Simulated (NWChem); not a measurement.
# HN

```xyz
2

N      0.0000     0.0000     0.1326
H      0.0000     0.0000    -0.9279
```
Charge 0, spin multiplicity 3.

The numbers come from NWChem runs, not from measurements. All single points use one geometry, from UPBE/def2-SVP, a minimum by its harmonic frequencies.

The correlated methods keep 1 core orbital frozen. This spin state was chosen for the runs; another may lie lower. The structure started from a generated list of species. The unpaired electrons of the parent sit in orbitals of symmetry b1 and b2 (C2v labels of the run); other states weren't searched. The stability of the SCF solutions was not checked.

Worked example. A B2PLYP run in 3-21G ends its self-consistent part (53 % exact exchange, 47 % B88, 73 % LYP) at -54.82997 Ha, and second-order perturbation theory on those orbitals gives -0.06653 Ha unscaled.

The perturbative term enters with the weight 0.27: -54.82997 + 0.27·(-0.06653) = -54.84793 Ha is the total energy.
